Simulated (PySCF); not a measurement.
One ligand Y is varied and pulled off as a radical: Cd(CH3)1–Y. Isolated molecules, 0 K electronic values unless said otherwise. One relaxed conformer stands for each flexible species; it need not be the lowest. Multiplicities are imposed; where one is given, others were not computed. Strings in code marks are SMILES.

Calculation: TPSSh-D3(BJ)/def2-TZVP // r2SCAN-D4/def2-SVP in PySCF. 

```
species                     highest occupied spin orbital (eV)
--------------------------  ----------------------------------
Y = F ([Cd(CH3)(F)])                                         –
Y = OH ([Cd(CH3)(OH)])                                       –
Y = NH2 ([Cd(CH3)(NH2)])                                     –
free radical OH (`[OH]`)                                 -8.09
free radical NH2                                         -7.94
free radical CH3 (`[CH3]`)                               -6.06
free radical N(CH3)2                                     -6.40
free radical SH (`[SH]`)                                 -6.75
```
